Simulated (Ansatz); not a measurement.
Isomers of C2H6O, B3LYP-D3(BJ)/def2-TZVP minima from an xTB search, which can miss the lowest.
Isomer 1, SMILES CCO (charge 0, multiplicity 1):
```xyz
9

C     -0.9191    -0.0421    -0.0089
C      0.5633    -0.3684     0.0583
O      1.3650     0.7671     0.3718
H     -1.5050    -0.9439    -0.2018
H     -1.2580     0.3979     0.9302
H     -1.1280     0.6675    -0.8144
H      0.8949    -0.8265    -0.8821
H      0.7588    -1.0862     0.8562
H      1.2281     1.4345    -0.3094
```
Isomer 2, SMILES COC (charge 0, multiplicity 1):
```json
[
 {"atom": "C", "x (Å)": "-1.1676", "y (Å)": "0.0051", "z (Å)": "-0.1100"},
 {"atom": "O", "x (Å)": "0.0197", "y (Å)": "-0.5889", "z (Å)": "-0.5834"},
 {"atom": "C", "x (Å)": "1.1698", "y (Å)": "-0.0705", "z (Å)": "0.0452"},
 {"atom": "H", "x (Å)": "-1.9979", "y (Å)": "-0.4518", "z (Å)": "-0.6463"},
 {"atom": "H", "x (Å)": "-1.3000", "y (Å)": "-0.1647", "z (Å)": "0.9670"},
 {"atom": "H", "x (Å)": "-1.1756", "y (Å)": "1.0880", "z (Å)": "-0.2930"},
 {"atom": "H", "x (Å)": "1.1473", "y (Å)": "-0.2435", "z (Å)": "1.1296"},
 {"atom": "H", "x (Å)": "2.0325", "y (Å)": "-0.5825", "z (Å)": "-0.3783"},
 {"atom": "H", "x (Å)": "1.2717", "y (Å)": "1.0088", "z (Å)": "-0.1308"}
]
```

Frozen-core correlation. MP2 and its Hartree–Fock in cc-pVQZ are density fitted.

The values were computed with Ansatz (an electronic-structure program). 

The energy of isomer 2 above isomer 1 is E(isomer 2) − E(isomer 1). Total energies (hartree):

```csv
level,isomer 2,isomer 1
HF/cc-pVTZ,-154.1261681,-154.1420632
MP2/cc-pVTZ,-154.7243641,-154.7440645
HF/cc-pVQZ,-154.1375948,-154.1537472
MP2/cc-pVQZ,-154.7769878,-154.7973634
CCSD(T)/cc-pVTZ,-154.7767372,-154.7953014
```

Work out the energy of isomer 2 above isomer 1 at the basis-set limit: extrapolate the MP2 correlation part as X⁻³, take Hartree–Fock from the larger set, and add the CCSD(T) − MP2 difference of cc-pVTZ.


1. Differences (1 hartree = 627.509 kcal/mol): HF/cc-pVTZ 9.974; MP2/cc-pVTZ 12.362; HF/cc-pVQZ 10.136; MP2/cc-pVQZ 12.786; CCSD(T)/cc-pVTZ 11.649.
2. Correlation parts, MP2 less HF: 2.388 in cc-pVTZ (X = 3), 2.650 in cc-pVQZ (X = 4).
3. Limit (4³·(2.650) − 3³·(2.388))/(4³ − 3³) = 2.842; with HF/cc-pVQZ it gives 12.977.
4. CCSD(T) less MP2 in cc-pVTZ: -0.713.
Result: 12.26 kcal/mol, against 12.36 at MP2/cc-pVTZ. It is an estimate of this method's limit, not of the exact value.
